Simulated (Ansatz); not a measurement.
Input file:

```yaml
crystal:
  periodic: [false, false, false]
  atoms:
    - {symbol: C, position_ang: [0.018190, -0.099936, -0.001078]}
    - {symbol: H, position_ang: [-0.146685, 0.611632, -0.851578]}
    - {symbol: H, position_ang: [-0.070064, 0.579208, 0.864428]}
basis:
  gaussian: {orbitals: cc-pVDZ}
magnetization: {spin_polarized: false}
correlation: {method: mp2, frozen_orbitals: {C: 9}}
```

```sh
$ ansatz run in.yaml --threads 1 --pin off --events-out ev --progress --plain --max-ram 2393MiB
```

**Question.** One thing in this input was set wrong on purpose, beside settings that are merely unusual. What is the gravest fault, and what does the program do?

**Answer.** Wrong frozen-orbital counts. How the run ends: refused.
```
Error: "frozen_orbitals" has no count for H
```
